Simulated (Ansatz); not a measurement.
**AlPH2 (quintet): wave-function methods side by side, cc-pVTZ**

One table from this session's results is given with a row withheld; the runs are named, their logs left out.

Program: Ansatz 0.2.0, Gaussian basis. Level of theory: cc-pVTZ, core rule «outside noble gas», up to 10 orbitals frozen. These are calculated values, not measurements.

Plan: UHF; CCSD(T) on ROHF; CCSD(T) on UHF; BCCD(T) on ROHF; CCSDT(Q) on ROHF; CCSDT(Q) on UHF.

16 further runs of the same task are left out: 10 for a known fault of the program, 6 set aside as unsound or not needed.

## The system

The geometry is a PBE0/def2-TZVP stationary point (not a proven minimum) of the parent state, kept for this charge and spin.

4 atoms, charge 0, spin multiplicity 5.

Atoms are counted from 1 here; the program's logs count them from 0.

Bond lengths: Al1–P2 2.334 Å, Al1–H3 1.588 Å, Al1–H4 1.588 Å. Angles: P2–Al1–H3 119.7°, P2–Al1–H4 119.7°, H3–Al1–H4 120.5°.

Set-up of the first run:

Input file in.yaml:

```yaml
crystal:
  periodic: [false, false, false]
  atoms:
    - {symbol: Al, position_ang: [0.000000, 0.000000, 1.179176]}
    - {symbol: P, position_ang: [0.000000, 0.000000, -1.155185]}
    - {symbol: H, position_ang: [0.000000, 1.378539, 1.966597]}
    - {symbol: H, position_ang: [0.000000, -1.378539, 1.966597]}
basis:
  gaussian: {orbitals: cc-pVTZ}
magnetization: {spin_polarized: true, initial_magnetization: 4}
hamiltonian: {xc: hf}
output: {orbitals: {seedname: orbitals}}
```

Command:

```sh
ansatz run in.yaml --threads 1 --pin off --events-out ev --progress --plain --max-ram 4096MiB --backend cpu
```

Steps of the session up to this table: UHF; CCSD(T) on ROHF; CCSD(T) on UHF; BCCD(T) on ROHF; CCSDT(Q) on ROHF; CCSDT(Q) on UHF.

One table of the session follows, with a row left open; its other results are not shown here.

| method | from UCCSDT(Q) (kcal/mol) |
| --- | --- |
| ROHF | +137.09 |
| UHF | +135.50 |
| RMP2 | +29.97 |
| UMP2 | +30.34 |
| RCCSD | +6.68 |
| UCCSD | +6.60 |
| RCCSD(T) | +1.45 |
| UCCSD(T) | ? |
| BCCD(T) | +1.45 |
| RCCSDT | +0.31 |
| UCCSDT | +0.26 |
| RCCSDT(Q) | +0.08 |
| UCCSDT(Q) | 0 |

**Question.** Estimate the row for UCCSD(T).

**Answer.** from UCCSDT(Q) (kcal/mol): +1.41. In the column «from UCCSDT(Q) (kcal/mol)» it lies between RCCSDT (+0.31) and RCCSD(T) (+1.45).

To keep in mind: Restricted and unrestricted rows rest on different reference determinants; where their highest levels disagree by more than a few hundredths of an eV, they describe different states and don't form one ladder.
